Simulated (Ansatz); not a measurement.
C₂HClF₂ (`F/C=C(\F)Cl`), 6 atoms. Charge 0, multiplicity 1. All runs use 2 threads of a server CPU on a shared host. Correlated methods freeze the cores.

Question: How many basis functions does each run have, and how long does it take in Ansatz? RKS PBE0-D4/def2-TZVP frequencies; RKS ωB97M-V/def2-QZVPP energy; direct RPA on PBE orbitals/def2-TZVPP energy; RKS ωB97M-V/def2-SVP energy; RKS r2SCANh-D4/def2-TZVPP energy; RKS PBE0-D4/def2-SVP energy; RKS ωB97X-V/def2-TZVPP energy; RKS PBE0-D4/def2-TZVP relaxation (7 steps); RKS HSE06-D4/def2-TZVPP energy; RKS B97M-V/def2-TZVPP energy; RHF-MP2/def2-QZVPP energy; RHF-CCSD(T)/def2-SVP energy. (An estimate is asked.)

Answer: Computed: Other jobs shared the machine, so times are rough.

```json
{"level": "RKS PBE0-D4/def2-SVP", "job": "energy", "functions": "79", "wall time": "0.45 s", "peak host memory (GiB)": "0.15"}
{"level": "RKS HSE06-D4/def2-TZVPP", "job": "energy", "functions": "180", "wall time": "1.1 s", "peak host memory (GiB)": "0.41"}
{"level": "RHF-CCSD(T)/def2-SVP", "job": "energy", "functions": "79", "wall time": "1.1 s", "peak host memory (GiB)": "0.26"}
{"level": "RKS ωB97M-V/def2-SVP", "job": "energy", "functions": "79", "wall time": "1.6 s", "peak host memory (GiB)": "0.22"}
{"level": "RKS r2SCANh-D4/def2-TZVPP", "job": "energy", "functions": "180", "wall time": "1.6 s", "peak host memory (GiB)": "0.4"}
{"level": "direct RPA on PBE orbitals/def2-TZVPP", "job": "energy", "functions": "180", "wall time": "1.7 s", "peak host memory (GiB)": "0.34"}
{"level": "RKS ωB97X-V/def2-TZVPP", "job": "energy", "functions": "180", "wall time": "2.2 s", "peak host memory (GiB)": "0.47"}
{"level": "RKS B97M-V/def2-TZVPP", "job": "energy", "functions": "180", "wall time": "2.6 s", "peak host memory (GiB)": "0.26"}
{"level": "RKS ωB97M-V/def2-QZVPP", "job": "energy", "functions": "328", "wall time": "4.9 s", "peak host memory (GiB)": "0.96"}
{"level": "RHF-MP2/def2-QZVPP", "job": "energy", "functions": "328", "wall time": "5.5 s", "peak host memory (GiB)": "1.2"}
{"level": "RKS PBE0-D4/def2-TZVP", "job": "relaxation (7 steps)", "functions": "167", "wall time": "9.5 s", "peak host memory (GiB)": "0.35"}
{"level": "RKS PBE0-D4/def2-TZVP", "job": "frequencies", "functions": "167", "wall time": "32 s", "peak host memory (GiB)": "0.35"}
```

HSE06 is defined as in plane-wave codes.
